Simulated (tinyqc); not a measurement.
Pariser-Parr-Pople SCF with singles CI, for the molecule C=CC1=CC1=C (SMILES; centres numbered as the heavy atoms are written), step by step. One step of it, computed by the program tinyqc.

Task: Iteration 3: Fock matrix. F_rr = H_rr + P_rr gamma_rr / 2 + sum_(s != r) P_ss gamma_rs; F_rs = H_rs - P_rs gamma_rs / 2; E = tr P (H + F) / 2 + core repulsion sum_(r<s) z_r z_s gamma_rs.

P after iteration 2, lower triangle:
```
           1C         2C         3C         4C        5C        6C
1C   0.927071
2C   0.914128   1.048706
3C   0.053332   0.388483   0.900520
4C  -0.337397  -0.037971   0.800685   0.879542
5C  -0.057757  -0.059375   0.334485   0.405171  0.932696
6C   0.196151  -0.075391  -0.286381  -0.252049  0.842918  1.311464
```

core matrix H (eV), lower triangle:
```
            1C          2C          3C          4C          5C          6C
1C  -35.096472
2C   -2.390000  -39.303597
3C    0.000000   -2.390000  -43.377786
4C    0.000000    0.000000   -2.390000  -39.297592
5C    0.000000    0.000000   -2.390000   -2.390000  -42.212522
6C    0.000000    0.000000    0.000000    0.000000   -2.390000  -35.440867
```

repulsion gamma_rs (eV), lower triangle:
```
           1C         2C         3C         4C         5C         6C
1C  10.070000
2C   7.196524  10.070000
3C   5.115993   7.196819  10.070000
4C   3.526380   4.706741   7.194245  10.070000
5C   3.951488   4.706799   7.194252   7.194311  10.070000
6C   3.336088   3.526714   4.706478   4.705915   7.195672  10.070000
```

Centres (angstrom, eV; a flat drawing with bonds scaled to 1.40 angstrom):
```
centre          x          y  core charge z          W   gamma_rr
1C       2.177000  -0.868000              1  11.970000  10.070000
2C       1.576000   0.396000              1  11.970000  10.070000
3C       0.181000   0.508000              1  11.970000  10.070000
4C      -0.972000   1.303000              1  11.970000  10.070000
5C      -1.084000  -0.093000              1  11.970000  10.070000
6C      -1.878000  -1.246000              1  11.970000  10.070000
```

Give: F; pi energy.

Result:

F (eV), lower triangle:
```
        1C      2C      3C      4C      5C      6C
1C  -7.112
2C  -5.679  -7.716
3C  -0.136  -3.788  -7.343
4C   0.595   0.089  -5.270  -7.304
5C   0.114   0.140  -3.593  -3.847  -6.674
6C  -0.327   0.133   0.674   0.593  -5.423  -6.958
```

pi energy = -84.364 eV
